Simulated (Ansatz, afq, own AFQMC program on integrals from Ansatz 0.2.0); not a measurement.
## BHO, triplet in def2-TZVP, levels against CCSDT(Q)

```csv
atom,x (Å),y (Å),z (Å)
B,-0.4351,0.1390,0.2118
O,0.8228,-0.3055,0.1248
H,1.1600,-0.3529,-0.7834
```

Connectivity, by distances: B–OH.

Basis def2-TZVP. Only valence electrons are correlated. AFQMC by an in-house program on the Cholesky factors that Ansatz 0.2.0 writes for its CCSD(T) run. The CISD trial takes its coefficients from CCSD amplitudes. Released means that phaseless walkers are propagated on without the constraint, phases kept. Error bars are statistical, one sigma.

Determinant: UHF, the one that the program's search chose, which needn't be the lowest solution. The geometry is a PBE0/def2-SVP stationary point of this or a neighbouring charge and spin state.

No full CI on the walks' own integrals is used here; CCSDT(Q) serves as the reference and is uncertain by about the last step of the cluster series.

- T1 diagnostic: 0.0177
- weight of the determinant in the CISD state: 0.918
- ⟨S²⟩ of the determinant: 2.007
- size of the correlated space: 10 electrons in 66 orbitals

Reference: CCSDT(Q), correlation energy -8.242 eV. The released energy is read at 2.40 1/Eh (meV from the phaseless value at times in 1/Eh: 4 ± 5 at 0.24, 3 ± 3 at 0.51, 4 ± 4 at 0.99, 4 ± 4 at 1.62, 7 ± 6 at 2.40).

```
         level  E − E(reference) (kcal/mol)  share of correlation (%)
            HF                       190.07                      0.00
           MP2                        12.53                     93.41
          CCSD                         7.20                     96.21
       CCSD(T)                         0.59                     99.69
         CCSDT                         0.35                     99.82
 ph-AFQMC/CISD                 -0.03 ± 0.09                    100.02
released AFQMC                  0.13 ± 0.15                     99.93
```

A walk keeps the symmetry of its determinant, which the program's search chose and which needn't be the lowest solution, so a lower state of the same spin and another symmetry isn't excluded. Released energies are given only where the last usable release times agree within the noise; a slower fall can still hide under it.
